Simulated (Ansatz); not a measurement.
C₃H₆ClFO (`CC(Cl)OCF`). Total charge 0; spin multiplicity 1. The geometry is a stationary point of PBE0-D4/def2-TZVP. It is one conformer, not always the lowest.

```xyz
12

C     0.064    1.248   -1.286
C     0.389    0.368   -0.116
Cl    2.043   -0.356   -0.333
O    -0.573   -0.629   -0.029
C    -0.553   -1.381    1.125
F    -0.936   -0.620    2.206
H     0.033    0.656   -2.201
H     0.815    2.031   -1.391
H    -0.914    1.706   -1.125
H     0.464    0.924    0.820
H    -1.283   -2.180    0.993
H     0.449   -1.767    1.336
```

**Question.** What is the dipole moment at ωB97M-V/def2-TZVPP? (An estimate is asked.)

**Answer.** The calculation gave: 0.79 D, with components (-0.58, 0.27, -0.46) D in this frame, pointing from negative to positive charge.

**Question.** And with PBE, r2SCAN, B3LYP? (Best estimate.)

**Answer.** Computed: PBE 0.84 D, r2SCAN 0.90 D, B3LYP 0.80 D.

**Question.** Give the Mulliken charges with ωB97M-V, r2SCAN, PBE in def2-TZVPP. (Estimate.)

**Answer.** Ansatz gave: 
```
atom  ωB97M-V  r2SCAN    PBE
  C1    -0.27   -0.11  -0.22
  C2     0.06    0.20   0.11
 Cl3    -0.15   -0.20  -0.18
  O4    -0.26   -0.27  -0.20
  C5     0.14    0.25   0.12
  F6    -0.23   -0.24  -0.20
  H7     0.12    0.06   0.10
  H8     0.11    0.05   0.09
  H9     0.11    0.06   0.09
 H10     0.14    0.08   0.11
 H11     0.12    0.06   0.10
 H12     0.11    0.06   0.08
```

B3LYP here is the variant with VWN-RPA as its local correlation; programs differ in this.
